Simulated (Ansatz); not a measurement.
Ansatz (a program for electronic structure) input (HF/3-21G): The .json file is the Basis Set Exchange's 3-21G.

Ansatz 0.2 input:
```yaml
crystal:
  periodic: [false, false, false]
  atoms:
    - {symbol: O, position_ang: [-1.08887154, -0.44118669, -0.01223018]}
    - {symbol: C, position_ang: [-0.05027312, 0.20044672, 0.00177486]}
    - {symbol: O, position_ang: [1.16824354, 0.12471821, 0.00942801]}
    - {symbol: H, position_ang: [-0.33333734, 1.32906756, 0.01176824]}
basis:
  gaussian:
    orbitals: 3-21G.json
hamiltonian:
  xc: {name: HF}
magnetization: {spin_polarized: true, initial_magnetization: 1}
relax: {f_tol: 0.003, max_steps: 120}
```

From the output:

```
these checks for a lower state are left out or cut short: starts, cluster_reference, orbital_swaps, neighbouring_geometries, increment
integrals: 0.00 GiB planned
341 factors; integrals over basis functions are off by at most 6.7e-4 eV
mean field: 0.06 GiB planned
mean field evaluation 224: about -5090.5060 eV, gradient 2.5e-5 eV
mean field -5090.50604582 eV, -187.0726467150 hartree, gradient 2.5e-5 eV, S^2 0.760206; 0 other end points of the search recorded, 0 dependent functions left out
the calculation of the forces begins
reference -5090.50604582 eV, -187.0726467150 hartree; 12, 11 occupied and 17, 18 virtual orbitals, 341 factors
relax step   5: F+E_penalty+E_count = -5090.50604582 eV  Δ(F+E_penalty+E_count) = -3.734e-2 eV  max|allowed force component| = 4.370e-1 eV/Å  Δτ_max = 0.0308 Å  (70 SCF iters, accepted)
these checks for a lower state are left out or cut short: starts, cluster_reference, orbital_swaps, neighbouring_geometries, increment
integrals: 0.00 GiB planned
341 factors; integrals over basis functions are off by at most 6.7e-4 eV
mean field: 0.06 GiB planned
mean field -5090.51240345 eV, -187.0728803534 hartree, gradient 2.7e-5 eV, S^2 0.759710; 0 other end points of the search recorded, 0 dependent functions left out
the calculation of the forces begins
reference -5090.51240345 eV, -187.0728803534 hartree; 12, 11 occupied and 17, 18 virtual orbitals, 341 factors
relax step   6: F+E_penalty+E_count = -5090.51240345 eV  Δ(F+E_penalty+E_count) = -6.358e-3 eV  max|allowed force component| = 1.883e-1 eV/Å  Δτ_max = 0.0138 Å  (67 SCF iters, accepted)
these checks for a lower state are left out or cut short: starts, cluster_reference, orbital_swaps, neighbouring_geometries, increment
integrals: 0.00 GiB planned
341 factors; integrals over basis functions are off by at most 6.8e-4 eV
mean field: 0.06 GiB planned
mean field -5090.51264821 eV, -187.0728893482 hartree, gradient 2.9e-5 eV, S^2 0.759858; 0 other end points of the search recorded, 0 dependent functions left out
the calculation of the forces begins
reference -5090.51264821 eV, -187.0728893482 hartree; 12, 11 occupied and 17, 18 virtual orbitals, 341 factors
relax step   7: F+E_penalty+E_count = -5090.51264821 eV  Δ(F+E_penalty+E_count) = -2.448e-4 eV  max|allowed force component| = 3.822e-2 eV/Å  Δτ_max = 0.0019 Å  (55 SCF iters, accepted)
these checks for a lower state are left out or cut short: starts, cluster_reference, orbital_swaps, neighbouring_geometries, increment
integrals: 0.00 GiB planned
341 factors; integrals over basis functions are off by at most 6.8e-4 eV
mean field: 0.06 GiB planned
mean field -5090.51266949 eV, -187.0728901302 hartree, gradient 2.0e-5 eV, S^2 0.759869; 0 other end points of the search recorded, 0 dependent functions left out
the calculation of the forces begins
reference -5090.51266949 eV, -187.0728901302 hartree; 12, 11 occupied and 17, 18 virtual orbitals, 341 factors
relax step   8: F+E_penalty+E_count = -5090.51266949 eV  Δ(F+E_penalty+E_count) = -2.128e-5 eV  max|allowed force component| = 2.186e-3 eV/Å  Δτ_max = 0.0008 Å  (51 SCF iters, accepted)
integrals: 0.00 GiB planned
341 factors; integrals over basis functions are off by at most 6.8e-4 eV
mean field: 0.06 GiB planned
mean field evaluation 256: about -5089.7244 eV, gradient 3.3e0 eV
mean field evaluation 288: about -5090.3974 eV, gradient 1.4e-1 eV
mean field evaluation 320: about -5089.6775 eV, gradient 5.4e0 eV
mean field evaluation 352: about -5090.3369 eV, gradient 1.8e0 eV
mean field evaluation 384: about -5090.2400 eV, gradient 1.6e0 eV
mean field -5090.51266949 eV, -187.0728901302 hartree, gradient 2.0e-5 eV, S^2 0.759869; 2 other end points of the search recorded, 0 dependent functions left out
the calculation of the forces begins
reference -5090.51266949 eV, -187.0728901302 hartree; 12, 11 occupied and 17, 18 virtual orbitals, 341 factors
Total energy: -5090.51266949 eV, -187.0728901302 hartree
Atom 0 at    -1.062760    -0.513573    -0.012816 Å, force     0.002061     0.002186     0.000037 eV/Å
Atom 1 at    -0.003376     0.348678     0.003671 Å, force    -0.001694    -0.001184    -0.000024 eV/Å
Atom 2 at     1.142605     0.017069     0.008110 Å, force    -0.000368     0.000195    -0.000000 eV/Å
Atom 3 at    -0.380707     1.360872     0.011777 Å, force     0.000001    -0.001196    -0.000013 eV/Å
Dipole moment:    -0.318801     0.400124     0.002027 e Å
```

The geometry given is a B3LYP-D3(BJ)/def2-TZVP minimum.
